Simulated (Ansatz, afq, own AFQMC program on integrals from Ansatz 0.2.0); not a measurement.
AFQMC on a folder of integrals that Ansatz 0.2.0 wrote.

```yaml
crystal:
  periodic: [false, false, false]
  atoms:
    - {symbol: H, position_ang: [-2.397428, 0.047936, 0.000000]}
    - {symbol: H, position_ang: [-1.652428, 0.047936, 0.000000]}
    - {symbol: Si, position_ang: [0.126572, 0.047936, 0.000000]}
    - {symbol: H, position_ang: [0.523007, -1.431577, 0.000000]}
basis:
  gaussian: {orbitals: cc-pVTZ}
magnetization: {spin_polarized: true, initial_magnetization: 1}
correlation: {method: ccsd_t, electrons: outside_noble_gas, hamiltonian_folder: ham}
```

```sh
$ ansatz run in.yaml --threads 1 --pin off --events-out ev --progress --plain --max-ram 16896MiB --backend cuda --devices 0, --max-vram 18GiB
```

Options of the walk:

```
--method phaseless --trial hf --walkers 3300 --populations 20 --least-time 40 --time-step 0.005 --steps-per-block 20 --equilibration-blocks 112 --max-blocks 4000 --target-error 0.0008 --factor-cut 1e-05 --start spin_pure --seed 8708 --taylor-order 6
```

Times are imaginary, in 1/Eh. The walk had a cap of 98 s. With eight or more populations the least sampling time is a fifth of least-time, and the error comes from their spread.

```
orbitals 71  electrons 4 3  factors 420 of 426
reference energy -290.54878338 Eh
CCSD correlation -0.15123425 Eh in 14 cycles, weight of the determinant in the CISD state 0.8925
energy of the start -290.549468 Eh
 block  time / (1/Eh)  mean weight  energy / Eh
     1     0.100  1.0008  -290.578666
     2     0.200  1.0004  -290.599660
     3     0.300  1.0008  -290.615670
     4     0.400  1.0007  -290.627725
     5     0.500  1.0009  -290.638331
    10     1.000  1.0000  -290.669958
    25     2.500  0.9997  -290.698413
    29     2.900  1.0002  -290.698679
    37     3.700  1.0000  -290.707265
    49     4.900  1.0003  -290.704777
    69     6.900  0.9998  -290.702327
    89     8.900  0.9999  -290.702178
   109    10.900  1.0000  -290.703885
   129    12.900  1.0000  -290.707199
   149    14.900  1.0000  -290.703119
   169    16.900  1.0002  -290.702609
   189    18.900  0.9998  -290.705803
error from the spread of 20 populations
energy -290.704704 +/- 0.000677 Eh
(rows thinned)
```

Problem. Estimate how long the walk took on 1 × NVIDIA H100 80GB HBM3 with 2 threads of AMD EPYC 7R13 Processor (Zen 3), with other jobs on the host (the card was shared).

Solution. 44 s of wall time.

The run passed its tests (sampling time, drift between the halves within three errors, error under three times the target), which doesn't prove that it has relaxed.

Against this walk (error 18.4 meV) on the same determinant: CCSD(T) 10.3 meV higher (within the noise), CCSDT(Q) 20.6 meV lower (within the noise), a separate phaseless walk with a CISD trial and standard settings 9.4 ± 18.6 meV lower (within the noise). The error is statistical and leaves out the bias of the constraint.

Cautions: constraint bias not in the error.

CCSDT and higher add their correlation energy to the determinant of the CCSD(T) run, since their own runs factorise the integrals more tightly (a shift of under 2 meV). A walk keeps the symmetry of its determinant, which the program's search chose and which needn't be the lowest solution, so a lower state of the same spin and another symmetry isn't excluded.
